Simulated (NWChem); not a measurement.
Species: N$_{2}$ cation, doublet

Computed with NWChem. Spin-unrestricted. Geometry: optimised at B3LYP/6-31G* (spherical d), spin-unrestricted. No stability test was run on the SCF state. Level: M06-2X/def2-SVP with SMD (1 M gas to 1 M solution), gas-phase geometry. Reactions with the solvent are ignored.

```tsv
solvent	dielectric constant	solvation free energy (kcal/mol)	cavity-dispersion-structure term (kcal/mol)
water	78.4	-77.4	0.0
methanol	32.6	-72.7	3.3
chloroform	4.71	___	3.5
dichloromethane	8.93	-66.1	3.5
anisole	4.22	-55.9	4.0
```

Problem. What belongs in the gaps?

Solution. 
- chloroform, solvation free energy (kcal/mol): -58.3
